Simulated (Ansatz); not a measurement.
# AlH₃F (doublet): the correlation ladder at distance Al1–H4 along a hydrogen transfer = 1.892 Å, cc-pVDZ

One table from this session's results is given with a row withheld; the runs are named, their logs left out.

Computed with Ansatz 0.2.0, Gaussian basis. Level: cc-pVDZ, core rule «outside noble gas», up to 6 orbitals frozen.

To be run: UHF; CCSD(T) on ROHF; CCSD(T) on UHF; BCCD(T) on ROHF; CISD; CCSDT(Q) on ROHF; CCSDT(Q) on UHF; CASSCF and MRCISD+Q, 3 electrons in 3 orbitals; CASSCF and NEVPT2, 3 electrons in 3 orbitals.

17 further runs of the same task are left out: 9 for a known fault of the program, 1 for a mislabelled method, 7 that didn't finish.

## The system

The geometry derives from fragments relaxed apart (PBE0/def2-TZVP) and kept rigid, so it is no stationary point. A hydrogen atom is moved between rigid fragments.

5 atoms, charge 0, spin multiplicity 2.

Atoms are counted from 1 here; the program's logs count them from 0.

Bond lengths: Al1–H2 1.586 Å, Al1–H3 1.586 Å, Al1–H4 1.892 Å. Angles: H2–Al1–H3 120.0°, H2–Al1–H4 120.0°, H3–Al1–H4 120.0°.

Set-up of the first run:

The input, in.yaml:

```yaml
crystal:
  periodic: [false, false, false]
  atoms:
    - {symbol: Al, position_ang: [-1.246914, 0.000000, 0.000000]}
    - {symbol: H, position_ang: [-2.039838, 1.373384, 0.000000]}
    - {symbol: H, position_ang: [-2.039838, -1.373384, 0.000000]}
    - {symbol: H, position_ang: [0.645086, 0.000000, 0.000000]}
    - {symbol: F, position_ang: [1.953086, 0.000000, 0.000000]}
basis:
  gaussian: {orbitals: cc-pVDZ}
magnetization: {spin_polarized: true, initial_magnetization: 1}
hamiltonian: {xc: hf}
output: {orbitals: {seedname: orbitals}}
```

Started as:

```
$ ansatz run in.yaml --threads 1 --pin off --events-out ev --progress --plain --max-ram 2393MiB
```

Among the steps run: UHF; CCSD(T) on ROHF; CCSD(T) on UHF; BCCD(T) on ROHF; CISD; CCSDT(Q) on ROHF; CCSDT(Q) on UHF; CASSCF and MRCISD+Q, 3 electrons in 3 orbitals; CASSCF and NEVPT2, 3 electrons in 3 orbitals.

One table of the session follows, with a row left open; its other results are not shown here.

| method | from UCCSDT(Q) (meV) |
| --- | --- |
| ROHF | +8358.5 |
| UHF | +8006.7 |
| RMP2 | +772.7 |
| UMP2 | +1051.2 |
| CISD | +779.6 |
| RCCSD | +168.2 |
| UCCSD | +153.0 |
| RCCSD(T) | +39.1 |
| UCCSD(T) | +41.3 |
| BCCD(T) | +38.8 |
| RCCSDT | +18.7 |
| UCCSDT | +17.4 |
| RCCSDT(Q) | +0.3 |
| UCCSDT(Q) | 0 |
| CASSCF pair | +7376.9 |
| NEVPT2 pair | +813.1 |
| MRCISD pair | +628.1 |
| MRCISD+Q pair | ? |

Estimate the missing values for MRCISD+Q pair.

The run gave: from UCCSDT(Q) (meV): +104.9. In the column «from UCCSDT(Q) (meV)» it lies between UCCSD(T) (+41.3) and UCCSD (+153.0).

Caveats from the session: Restricted and unrestricted rows rest on different reference determinants; where their highest levels disagree by more than a few hundredths of an eV, they describe different states and don't form one ladder.
